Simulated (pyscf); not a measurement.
H₂N–GeH₃ (SMILES [NH2][GeH3]) + H₂B–F (SMILES BF) -> H₂B–NH–GeH₃ (SMILES B[NH][GeH3]) + HF (SMILES F) (four-centre exchange; singlet surface; H–N, B–F broken, B–N, F–H formed). Structures and frequencies: ωB97X-D3(BJ)/def2-SVP in PySCF. Energies in kcal/mol from the separated reactants.

```tsv
level	barrier	reaction energy
ωB97X-D3(BJ)/def2-TZVP	8.7	-0.3
PBE/def2-TZVP	5.3	-0.3
r²SCAN/def2-TZVP	6.8	+0.5
M06-2X/def2-TZVP	9.1	-0.1
ωB97M-D3(BJ)/def2-TZVP	9.1	0.0
HF/def2-TZVP	28.4	+4.5
```

The functionals in the table span 3.8 kcal/mol in this barrier, from PBE to ωB97M-D3(BJ). On the reactant side the descent ends in an adduct with a B–N contact (not fully relaxed), 24.8 kcal/mol under the separated species and 33.5 kcal/mol under the saddle at ωB97X-D3(BJ)/def2-TZVP. On the product side the descent ends in a complex, 5.5 kcal/mol under the separated species and 14.5 kcal/mol under the saddle at ωB97X-D3(BJ)/def2-TZVP. What is counted as formed (B–N) is already present as a longer contact in the reactant adduct; forming that adduct is a step of its own. This is the saddle that the search found; another between the same sides may lie lower. Elements up to Kr have no core potential and no relativistic terms here.
